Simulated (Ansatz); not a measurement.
# Al2H2 (singlet): PBE, r2SCAN, PBE0, B3LYP, wB97M-V, B2PLYP, RPA-PBE over vertical spin and charge gaps, 6-31G

Aim: run Al2H2 (singlet) with these functionals over vertical spin and charge gaps, and hold them against the top wave-function level at the same points.

Program: Ansatz 0.2.0, Gaussian basis. Level of theory: 6-31G, all electrons in the functionals, frozen cores in the correlation of double hybrids and RPA. These are calculated values, not measurements.

To be run: PBE, r2SCAN, PBE0, B3LYP, wB97M-V, B2PLYP, RPA-PBE, at charge 0, singlet; charge 0, triplet; charge 1, doublet.

15 further runs of the same task are left out: 1 for a known fault of the program, 4 that didn't finish, 10 set aside as unsound or not needed.

### 1 The geometry

The geometry is a PBE0/def2-TZVP stationary point (not a proven minimum).

4 atoms, charge 0, spin multiplicity 1.

Atoms are counted from 1 here; the program's logs count them from 0.

Bond lengths: Al1–Al2 2.635 Å, Al1–H3 1.622 Å, Al2–H4 1.622 Å. Angles: Al2–Al1–H3 120.2°, Al1–Al2–H4 120.2°.

No dispersion term is added; wB97M-V holds VV10 nonlocal correlation. B3LYP takes the VWN-RPA correlation.

The geometry shown and the zero of energy belong to the point charge 0, singlet. The yardstick, FCI, and other wave-function levels (R restricted, U unrestricted, valence and pair active spaces) come from earlier runs.

### 2 PBE, charge 0, singlet

Contents of in.yaml:

```yaml
crystal:
  periodic: [false, false, false]
  atoms:
    - {symbol: Al, position_ang: [0.000000, -0.153504, 1.308389]}
    - {symbol: Al, position_ang: [0.000000, 0.153504, -1.308389]}
    - {symbol: H, position_ang: [0.000000, 1.143898, 2.282516]}
    - {symbol: H, position_ang: [0.000000, -1.143898, -2.282516]}
basis:
  gaussian: {orbitals: 6-31G}
magnetization: {spin_polarized: true, initial_magnetization: 0}
hamiltonian: {xc: {name: PBE}}
output: {orbitals: {seedname: orbitals}}
```

Run with:

```console
> ansatz run in.yaml --threads 1 --pin off --events-out ev --progress --plain --max-ram 2393MiB
```

Further steps of the session: PBE, charge 0, triplet; PBE, charge 1, doublet; r2SCAN, charge 0, singlet; r2SCAN, charge 0, triplet; r2SCAN, charge 1, doublet; PBE0, charge 0, singlet; PBE0, charge 0, triplet; PBE0, charge 1, doublet; B3LYP, charge 0, singlet; B3LYP, charge 0, triplet; B3LYP, charge 1, doublet; wB97M-V, charge 0, singlet; wB97M-V, charge 0, triplet; wB97M-V, charge 1, doublet; B2PLYP, charge 0, singlet; B2PLYP, charge 0, triplet; B2PLYP, charge 1, doublet; RPA-PBE, charge 0, singlet; RPA-PBE, charge 0, triplet; RPA-PBE, charge 1, doublet.

**Question.** What will the summary of the whole plan be? Wanted: singlet to triplet, FCI; ionisation to the doublet cation, FCI; largest miss, PBE; largest miss, r2SCAN; largest miss, PBE0; largest miss, B3LYP; largest miss, wB97M-V; largest miss, B2PLYP; largest miss, RPA-PBE.

As calculated:

```
                             quantity                                            value
              singlet to triplet, FCI                                      62.0 kJ/mol
ionisation to the doublet cation, FCI                                     643.8 kJ/mol
                    largest miss, PBE  +38.6 kJ/mol (ionisation to the doublet cation)
                 largest miss, r2SCAN  +33.2 kJ/mol (ionisation to the doublet cation)
                   largest miss, PBE0  +32.8 kJ/mol (ionisation to the doublet cation)
                  largest miss, B3LYP  +40.9 kJ/mol (ionisation to the doublet cation)
                largest miss, wB97M-V  +29.8 kJ/mol (ionisation to the doublet cation)
                 largest miss, B2PLYP  +12.2 kJ/mol (ionisation to the doublet cation)
                largest miss, RPA-PBE  +11.4 kJ/mol (ionisation to the doublet cation)
               largest miss, RCCSD(T)   -1.1 kJ/mol (ionisation to the doublet cation)
               largest miss, UCCSD(T)   -3.1 kJ/mol (ionisation to the doublet cation)
```

In words: Of the functionals, RPA-PBE keep the smallest largest miss at the points compared (at most 11.4 kJ/mol) and B3LYP strays most (40.9 kJ/mol, at ionisation to the doublet cation). Functionals and the yardstick converge differently with the basis, so part of each miss in 6-31G is the basis.
